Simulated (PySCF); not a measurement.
**CISD/STO-6G run of SiO (SMILES O=[Si])**

What is the energy change on altering one bond length of SiO at CISD/STO-6G? The job is set up through a Python script.

The calculation is run with PySCF 2.14.0.

24 further runs of the same task are left out: 13 that didn't finish, 11 set aside as unsound or not needed.

**1. The system as given**

The species is SiO (2 atoms), meant as a singlet with charge 0. SMILES: `O=[Si]`. Geometry: relaxed at PBE0-D4/def2-TZVP.

Bond lengths: O1–Si2 1.509 Å.

**2. The energy at CISD/STO-6G**

input.xyz reads:

```xyz
2
OSi
O     -0.640700     0.231500    -0.324000
Si     0.640700    -0.231500     0.324000
```

input.py reads:

```python
from pyscf import gto, ci

molecule = gto.Mole()
molecule.atom = 'input.xyz'
molecule.charge = 0
molecule.basis = 'sto-6g'
molecule.max_memory = 1860
molecule.verbose = 4
molecule.spin = 0
molecule.build()

mf = molecule.RHF()
mf.conv_tol = 1e-10
mf.kernel()
if not mf.converged:
    mf = mf.newton().run(mf.mo_coeff, mf.mo_occ)

cisd = ci.CISD(mf, frozen=6)
cisd.kernel()
energy = cisd.e_tot
print('Final energy', energy)
```

The run is started by

```
$ OMP_NUM_THREADS=1 python input.py
```

Log:

```text
PySCF version 2.14.0

[INPUT] num. atoms = 2
[INPUT] num. electrons = 22
[INPUT] charge = 0
[INPUT] spin (= nelec alpha-beta = 2S) = 0
[INPUT] symmetry False subgroup None
[INPUT] Mole.unit = angstrom
[INPUT] Symbol           X                Y                Z      unit          X                Y                Z       unit  Magmom
[INPUT]  1 O     -0.640700000000   0.231500000000  -0.324000000000 AA   -1.210747528009   0.437471597837  -0.612271264359 Bohr   0.0
[INPUT]  2 Si     0.640700000000  -0.231500000000   0.324000000000 AA    1.210747528009  -0.437471597837   0.612271264359 Bohr   0.0

nuclear repulsion = 39.2833323697854
number of shells = 8
number of NR pGTOs = 84
number of NR cGTOs = 14
basis = sto-6g
ecp = {}

******** <class 'pyscf.scf.hf.RHF'> ********
method = RHF
initial guess = minao
damping factor = 0
level_shift factor = 0
DIIS = <class 'pyscf.scf.diis.CDIIS'>
diis_start_cycle = 1
diis_space = 8
diis_damp = 0
SCF conv_tol = 1e-10
SCF conv_tol_grad = None
SCF max_cycles = 50
direct_scf = True
direct_scf_tol = 1e-13
Set gradient conv threshold to 1e-05
Initial guess from minao.
init E= -362.120068419095
  HOMO = -0.292752054782321  LUMO = 0.115255736005143  gap/eV = 11.10246
cycle= 1 E= -362.17573228614  delta_E= -0.0557  |g|= 0.661  |ddm|= 1.99
  HOMO = -0.0846677600125348  LUMO = 0.321258832773205  gap/eV = 11.04583
cycle= 2 E= -361.937231133839  delta_E= 0.239  |g|= 1.28  |ddm|= 2.27
  HOMO = -0.259921685450974  LUMO = 0.279716349274398  gap/eV = 14.68430
cycle= 3 E= -362.391030816818  delta_E= -0.454  |g|= 0.075  |ddm|= 1.18
  HOMO = -0.285827687970181  LUMO = 0.292726431811643  gap/eV = 15.74326
cycle= 4 E= -362.392816736325  delta_E= -0.00179  |g|= 0.00286  |ddm|= 0.088
  HOMO = -0.285193390555278  LUMO = 0.291035203644873  gap/eV = 15.67998
cycle= 5 E= -362.392821087037  delta_E= -4.35e-06  |g|= 0.000427  |ddm|= 0.00683
  HOMO = -0.28520147105494  LUMO = 0.291073575441565  gap/eV = 15.68124
cycle= 6 E= -362.3928212228  delta_E= -1.36e-07  |g|= 0.000341  |ddm|= 0.00122
  HOMO = -0.285271018065484  LUMO = 0.291096665745157  gap/eV = 15.68376
cycle= 7 E= -362.392821273439  delta_E= -5.06e-08  |g|= 6.66e-05  |ddm|= 0.000745
  HOMO = -0.285283248044352  LUMO = 0.291104330389512  gap/eV = 15.68430
cycle= 8 E= -362.392821275145  delta_E= -1.71e-09  |g|= 1.24e-05  |ddm|= 0.000128
  HOMO = -0.285285846788432  LUMO = 0.291106089028704  gap/eV = 15.68442
cycle= 9 E= -362.392821275202  delta_E= -5.68e-11  |g|= 1.37e-07  |ddm|= 2.58e-05
  HOMO = -0.285285812188064  LUMO = 0.29110606703662  gap/eV = 15.68442
Extra cycle  E= -362.392821275202  delta_E= 3.41e-13  |g|= 1.2e-07  |ddm|= 3.08e-07
converged SCF energy = -362.392821275202

******** <class 'pyscf.ci.cisd.RCISD'> ********
CISD nocc = 5, nmo = 8
frozen orbitals 6
max_cycle = 50
direct = 0
conv_tol = 1e-09
max_cycle = 50
max_space = 12
lindep = 0
nroots = 1
Init t2, MP2 energy = -0.141639875805997
RCISD converged
E(RCISD) = -362.5202827711663  E_corr = -0.1274614959644729
Final energy -362.5202827711663
```

Wall time 0.78 s (1 thread of Intel Xeon Platinum 8488C (Sapphire Rapids), shared host); peak memory 0.12 GiB.

**3. The distorted shape**

job.py reads:

```python
from pyscf import gto, scf, ci

molecule = gto.Mole()
molecule.atom = [
    ('O', (-0.897003, 0.324108, -0.453612)),
    ('Si', (0.640700, -0.231500, 0.324000)),
]
molecule.verbose = 3
molecule.max_memory = 1860
molecule.basis = 'sto-6g'
molecule.spin = 0
molecule.build()

mf = scf.RHF(molecule)
mf.conv_tol = 1e-10
mf.kernel()
if not mf.converged:
    mf = mf.newton().run(mf.mo_coeff, mf.mo_occ)

cisd = ci.CISD(mf, frozen=6)
cisd.kernel()
etot = cisd.e_tot
print('E(%s) = %.9f' % ('CISD', etot))
```

The run is started by

```
$ OMP_NUM_THREADS=1 python job.py
```

Log:

```text
converged SCF energy = -362.288408004013
E(RCISD) = -362.4509018679001  E_corr = -0.1624938638872098
E(CISD) = -362.450901868
```

It took 0.64 s on 1 thread of Intel Xeon Platinum 8488C (Sapphire Rapids), shared host; peak memory 0.1 GiB.

**4. What came out**

At CISD/STO-6G, 6 core orbitals frozen:

| quantity | value |
| --- | --- |
| first shape: total energy | -362.52028 Eh |
| first shape: dipole moment (Hartree–Fock density) | 2.02 D |
| first shape: HOMO energy (Hartree–Fock orbitals) | -7.76 eV |
| first shape: LUMO energy (Hartree–Fock orbitals) | 7.92 eV |
| first shape: HOMO–LUMO gap (Hartree–Fock orbitals) | 15.68 eV |
| first shape: correlation energy (6 core orbitals frozen) | -127.5 mEh |
| distorted shape: total energy | -362.45090 Eh |
| distorted shape: dipole moment (Hartree–Fock density) | 2.87 D |
| distorted shape: HOMO energy (Hartree–Fock orbitals) | -6.13 eV |
| distorted shape: LUMO energy (Hartree–Fock orbitals) | 6.31 eV |
| distorted shape: HOMO–LUMO gap (Hartree–Fock orbitals) | 12.44 eV |
| distorted shape: correlation energy (6 core orbitals frozen) | -162.5 mEh |
| energy change with the O1–Si2 bond stretched from 1.509 to 1.811 Å | 1.888 eV |

**Reading.** With the O1–Si2 bond stretched from 1.509 to 1.811 Å the energy rises by 1.89 eV (44 kcal/mol). The first shape isn't relaxed at this level, so the change isn't measured from a minimum. The minimal basis adds a large error of its own.
